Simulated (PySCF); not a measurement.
**Assigning NMR signals**

Structure with atom numbers: `[CH3:1][CH2:2][NH:3][CH3:4]`; H(Xn) means a hydrogen on atom n.

Rapidly exchanging positions averaged, relativity neglected, in vacuum, a single conformation. Structure optimised with GFN2-xTB; NMR shieldings at PBE0/pcSseg-1/GIAO; PySCF 2.14.0 with density-fitted response routines.

Referencing at the same level of theory: ¹³C and ¹H against TMS.

Problem. Assign these signals to the numbered atoms. ¹³C{¹H} NMR (computed): δ 51.6 (CH2), 40.3 (CH3), 18.3 (CH3).

Solution. 
| δ (ppm) | atoms | environment | reason |
| --- | --- | --- | --- |
| 51.6 | C2 | sp3 CH2 bonded to N | deshielded by the electronegative neighbour |
| 40.3 | C4 | methyl carbon bonded to N | deshielded by the electronegative neighbour |
| 18.3 | C1 | methyl carbon | aliphatic region, no heteroatom directly attached |

Problem. Assign these signals to the numbered atoms. ¹H NMR (400 MHz, computed): δ 2.63 (s, 3H), 2.59 (q, 2H), 1.18 (t, 3H), -0.46 (br s, 1H).

Solution. 
2.63 → H(C4), hydrogen on a methyl carbon bonded to N: its carbon carries N, which withdraws density
2.59 → H(C2), hydrogen on an sp3 CH2 bonded to N: its carbon carries N, hence the downfield position
1.18 → H(C1), hydrogen on a methyl carbon
-0.46 → H(N3), hydrogen on an amine nitrogen: labile proton, position sensitive to the medium

H(C4) and H(C2) lie closer than the usual error of such a calculation, so a measured spectrum could show them in the other order.

Exchangeable OH/NH protons stand at their gas-phase positions; hydrogen bonding in a real sample shifts them, mostly to higher δ. Shifts are as computed. Against solution values, carbons near 30 ppm lie about +3 ppm off and those near 130 ppm about +5 ppm. Of 246 compounds with measured shifts, 49 miss one by over three times the rms of a fit or turn the order of signals round; such compounds aren't used in these exercises. No couplings were computed; multiplicities are counted from neighbouring protons, with m where these are inequivalent, close in shift, in a saturated or five-membered ring or joined by F or P, and br s for small geminal =CH2 splittings.
